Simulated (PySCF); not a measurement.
## Isomers of C3H7Cl: computed energies against enthalpies of formation

**Experimental background.**

CRC Handbook of Chemistry and Physics lists, for the gas at 298.15 K: enthalpy of formation of `CC(C)Cl` -144.9 kJ/mol; enthalpy of formation of `CCCCl` -131.9 kJ/mol.

How close the calculation comes is told at the end.

Differences of these values give the isomerisation enthalpies. Geometries: PBE0-D3(BJ)/def2-SVP; runs in PySCF, gas phase, with a dispersion term only where the level names one. Total electronic energies (Eh):

```csv
SMILES,PBE0-D3(BJ)/def2-SVP,B3LYP/def2-SVPD
CC(C)Cl,-578.21935,-578.54356
CCCCl,-578.21567,-578.53978
```

Zero-point and thermal terms are left out, so the computed numbers are electronic energies.

## Comparison

Relative to `CC(C)Cl`, the lowest by measurement, in kJ/mol (measured: enthalpies at 298.15 K; computed: electronic energies):

```tsv
SMILES	measured	PBE0-D3(BJ)/def2-SVP	B3LYP/def2-SVPD
CC(C)Cl	0.0	0.0	0.0
CCCCl	13.0	9.7	9.9
```

Measured values: -144.9 kJ/mol (298.15 K; CRC Handbook of Chemistry and Physics) for the first row; the others come from the same table. Unsigned miss: B3LYP/def2-SVPD 3.1, PBE0-D3(BJ)/def2-SVP 3.3 kJ/mol. One conformer stands for `CCCCl`, not necessarily the lowest, while the measurement averages over conformers. Where a level misses, the cause wasn't examined.

Shape of the structure used: `[CH3:1][CH2:2][CH2:3][Cl:4]`: C1–C2–C3–Cl4 -63°.
